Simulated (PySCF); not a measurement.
# HSE12/6-31G(d) (density fitting, Cartesian functions) run of P2 (diphosphorus)

Aim: energy and gradient of P2 (diphosphorus). 

Program for the calculation: PySCF 2.14.0.

4 further runs of the same task are left out: 1 that didn't finish, 3 set aside as unsound or not needed.

### Step 1. The molecule

P2 has 2 atoms, charge 0, and is taken as a singlet. As SMILES, `P#P`. The bond length is the measured one.

Bond lengths: P1–P2 1.893 Å.

### Step 2. Energy and gradient at HSE12/6-31G(d) (density fitting, Cartesian functions)

calc.py

```python
import pyscf.grad
from pyscf import gto, dft

mol = gto.M(
    atom='''
P
P 1 1.8934
''',
    max_memory=1860,
    basis='6-31g*',
    verbose=3,
    cart=True,
    charge=0,
)

mf = dft.RKS(mol, xc='hse12')
mf = mf.density_fit()
mf.grids.level = 6
mf.kernel()

energy = mf.e_tot
print('E = %.10f Eh' % energy)
grad = mf.Gradients().kernel()
mf.analyze()
```

The run is started by

```
$ OMP_NUM_THREADS=1 python calc.py
```

**Question.** What will come out? Wanted: total energy; dipole moment; HOMO energy; LUMO energy; HOMO–LUMO gap; largest force on an atom.

Computed results:

Level: HSE12/6-31G* (density fitting, Cartesian functions).

| quantity | value |
| --- | --- |
| total energy | -682.43551 Eh |
| dipole moment | 0.00 D |
| HOMO energy | -7.96 eV |
| LUMO energy | -2.85 eV |
| HOMO–LUMO gap | 5.12 eV |
| largest force on an atom | 0.173 eV/Å |
